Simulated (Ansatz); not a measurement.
We consider hcp Mg, described by PBE in Ansatz (plane waves, PAW).

Settings: plane-wave cutoff 520 eV, 18×18×12 k mesh (along the axes of the cell as run), Fermi–Dirac smearing 0.05 eV, scalar-relativistic PAW data made under PBE.

Shape and atoms are relaxed at each volume.

Pressure at four volumes; x = ln(V/22.946 Å³). One pressure is withheld.

```json
[
 {"V (Å³/atom)": "22.028", "x": "-0.0408", "P (GPa)": "?"},
 {"V (Å³/atom)": "22.487", "x": "-0.0202", "P (GPa)": "0.760"},
 {"V (Å³/atom)": "22.946", "x": "0.0000", "P (GPa)": "0.002"},
 {"V (Å³/atom)": "23.864", "x": "0.0392", "P (GPa)": "-1.304"}
]
```

Problem. Pass a parabola P(x) through the three rows shown, estimate the bulk modulus and its pressure derivative near zero pressure, and predict the withheld pressure.

Solution. Slopes between the rows: (0.002 − (0.760))/(0.0000 − (-0.0202)) = -37.52 and (-1.304 − (0.002))/(0.0392 − (0.0000)) = -33.32 GPa. Their difference over the span 0.0594 is c = 4.20/0.0594 = 70.7 GPa, so P(x) = 0.760 + (-37.52)(x − (-0.0202)) + 70.7 (x − (-0.0202))(x − (0.0000)). At the middle row B = −dP/dx = −[-37.52 + 70.7 × 0.0202] = 36.1 GPa, and B′ = dB/dP = 2c/B = 3.9. At x = -0.0408 the parabola gives 1.592 GPa; the run gives 1.599 GPa. The Birch–Murnaghan fit to the energies at all volumes has B0 = 36.0 GPa and B′ = 4.0.

Measured, for comparison: bulk modulus 38.6 GPa (copied from a table, unchecked, extrapolated to 0 K and zero-point effects removed; as tabulated in Lejaeghere et al. (2013), arXiv:1204.2733). Computed less measured: bulk modulus not scored (unchecked).

Ansatz is an electronic-structure program.
